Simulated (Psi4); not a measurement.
Reaction (SMILES): O=CO + 3 [H][H] (H2) → C (CH4) + 2 O (H2O)
B3LYP-D3(BJ)/def2-TZVP geometries, fixed; electronic energies without zero-point terms.
Largest species:
```xyz
5

O     -1.0316    -0.4355    -0.0191
C      0.0042     0.4206     0.0039
O      1.1586     0.1057     0.0179
H     -0.6697    -1.3375    -0.0221
H     -0.3712     1.4518     0.0079
```

The energy of full hydrogenation at MP2 with Psi4, in kcal/mol, split into its Hartree-Fock and correlation parts. Density fitting with the program's default auxiliary sets. Cores are frozen. Species with rotatable bonds are taken in one conformer. No added dispersion term, no relativity. Functions are those of the species that has most.

```json
[
 {"basis": "cc-pVDZ", "X": "2", "functions": "52", "Hartree-Fock": "-52.60", "MP2": "-44.37"},
 {"basis": "cc-pVTZ", "X": "3", "functions": "118", "Hartree-Fock": "-54.56", "MP2": "-52.69"},
 {"basis": "cc-pVQZ", "X": "4", "functions": "225", "Hartree-Fock": "-55.65", "MP2": "-55.27"}
]
```

Worked estimate of the basis-set limit from each neighbouring pair, with Hartree-Fock from the larger set and the correlation part extrapolated as X^-3.
Correlation parts: X = 2: 8.23, X = 3: 1.87, X = 4: 0.38.
- (2,3): (27·(1.87) - 8·(8.23))/19 = -0.81; with Hartree-Fock -54.56 the estimate is -55.37 kcal/mol.
- (3,4): (64·(0.38) - 27·(1.87))/37 = -0.71; with Hartree-Fock -55.65 the estimate is -56.36 kcal/mol.
The last two estimates differ by 0.99 kcal/mol; the largest set lies 1.09 from the last. Over the last step Hartree-Fock moves by -1.09 and the correlation part by -1.49.
